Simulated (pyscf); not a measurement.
Single points on ωB97X-D3(BJ)/def2-SVP structures (PySCF, gas phase). MP2 and CC: frozen core, UHF for open shells. ΔMP2 is the change of the MP2 total energy from the triple- to the quadruple-zeta basis.

Problem. Estimate by transition-state theory (the high-pressure limit) the rate constant of `[CH3][O]` [doublet] → `[CH2][OH]` [doublet] (doublet surface; C–H broken, H–O formed) at 600 K, with CCSD(T)/def2-TZVPP + ΔMP2(QZVPP) energies (ideal gas, 1 atm, RRHO with modes under 100 cm⁻¹ raised to 100, one conformer, R ln 2 for rigid chiral ones; no tunnelling).

Solution. The electronic barrier is 32.5 kcal/mol and the thermal terms add -2.5, so ΔG‡ = 29.9 kcal/mol. With k_BT/h = 1.25e+13 s⁻¹ and RT = 1.192 kcal/mol, k = 1.6e+02 s⁻¹; so small a molecule is far into fall-off at 1 atm, where the true rate is lower. Wigner's tunnelling factor for 2068i cm⁻¹ would be 2.03, likely too low at so high a frequency. A shift of 1 kcal/mol in the barrier changes k by a factor 2.3. This is the saddle that the search found; another between the same sides may lie lower. The CCSD(T) − MP2 part came from Ansatz, without density fitting, on the same reference. The orbital near-degeneracy of the XH₃O or XH₃S radical is left out.
